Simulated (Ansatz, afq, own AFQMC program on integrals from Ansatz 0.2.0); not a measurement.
Two steps: Ansatz 0.2.0 writes the Fock matrix and Cholesky factors of the valence space, and afq projects on them the lowest state that overlaps trial and start.

```yaml
crystal:
  periodic: [false, false, false]
  atoms:
    - {symbol: B, position_ang: [0.000000, 0.000000, 1.051329]}
    - {symbol: Al, position_ang: [0.000000, 0.000000, -0.857484]}
    - {symbol: H, position_ang: [0.000000, 0.000000, 2.234417]}
    - {symbol: H, position_ang: [0.000000, 0.000000, -2.428262]}
basis:
  gaussian: {orbitals: cc-pVDZ}
magnetization: {spin_polarized: true, initial_magnetization: 2}
correlation: {method: ccsd_t, electrons: outside_noble_gas, hamiltonian_folder: ham}
```

```sh
$ ansatz run in.yaml --threads 1 --pin off --events-out ev --progress --plain --max-ram 1382MiB
```

afq runs on the folder ham with

```
--method phaseless --trial cisd --walkers 60 --populations 1 --least-time 40 --time-step 0.005 --steps-per-block 50 --equilibration-blocks 28 --max-blocks 300 --target-error 0.00034 --factor-cut 1e-05 --start spin_pure --seed 8744 --release-times 0.24,0.51,0.99,1.62,2.4 --release-step 0.03 --release-every 4 --taylor-order 6
```

Times are imaginary, in 1/Eh. The walk had a cap of 932 s.

Output of the walk:

```
orbitals 36  electrons 5 3  factors 266 of 401
reference energy -267.65244059 Eh
CCSD correlation -0.14830063 Eh in 10 cycles, weight of the determinant in the CISD state 0.8974
energy of the start -267.800503 Eh
 block  time / (1/Eh)  mean weight  energy / Eh
     1     0.250  0.9996  -267.799222
     2     0.500  1.0003  -267.799564
     3     0.750  1.0014  -267.800177
     4     1.000  0.9997  -267.802077
     5     1.250  1.0025  -267.801860
     7     1.750  1.0003  -267.805432
     9     2.250  0.9978  -267.804057
    13     3.250  0.9993  -267.804116
    25     6.250  0.9998  -267.806608
    37     9.250  1.0006  -267.809064
    49    12.250  1.0013  -267.805296
    61    15.250  1.0025  -267.814301
    73    18.250  0.9994  -267.810552
    85    21.250  1.0007  -267.803880
    97    24.250  0.9997  -267.810077
   109    27.250  1.0006  -267.804371
   121    30.250  0.9993  -267.806176
   133    33.250  0.9991  -267.807715
   145    36.250  1.0006  -267.804642
   157    39.250  1.0003  -267.802018
   169    42.250  0.9999  -267.813597
   181    45.250  0.9999  -267.806069
   193    48.250  0.9978  -267.805000
   205    51.250  1.0011  -267.803597
   217    54.250  0.9985  -267.803694
   229    57.250  0.9997  -267.806785
   241    60.250  0.9992  -267.810427
   247    61.750  0.9996  -267.805177
blocks merged  error / Eh  count
     1  0.000186  220
     2  0.000240  110
     4  0.000299  55
     8  0.000322  27
    16  0.000399  13
released: time / (1/Eh)  energy / Eh  error  mean overlap
  0.24  -267.807057  0.000391  0.9915
  0.51  -267.807143  0.000302  0.9830
  0.99  -267.807156  0.000309  0.9918
  1.62  -267.807529  0.000308  0.9844
  2.40  -267.807591  0.000350  0.9884
energy -267.806613 +/- 0.000322 Eh
(rows thinned)
```

The run passed its tests (sampling time, drift between the halves within three errors, error under three times the target), which doesn't prove that it has relaxed.

Against this walk (error 8.8 meV) on the same determinant: CCSD(T) 29.8 meV higher, CCSDT(Q) 14.1 meV lower (within the noise). The error is statistical and leaves out the bias of the constraint. Released to 2.40 1/Eh the energy lies 27 ± 13 meV (both errors) below the phaseless value, which shows part or all of the bias of the constraint, and CCSDT(Q) lies 12.5 meV above the released value.

Cautions: constraint bias not in the error; lower spins were not checked.

The walk took 6.4 min on 1 thread of Intel(R) Xeon(R) 6975P-C (Granite Rapids), with other jobs on the host. The log's last line is the phaseless energy.

CCSDT and higher add their correlation energy to the determinant of the CCSD(T) run, since their own runs factorise the integrals more tightly (a shift of under 2 meV). A walk keeps the symmetry of its determinant, which the program's search chose and which needn't be the lowest solution, so a lower state of the same spin and another symmetry isn't excluded.
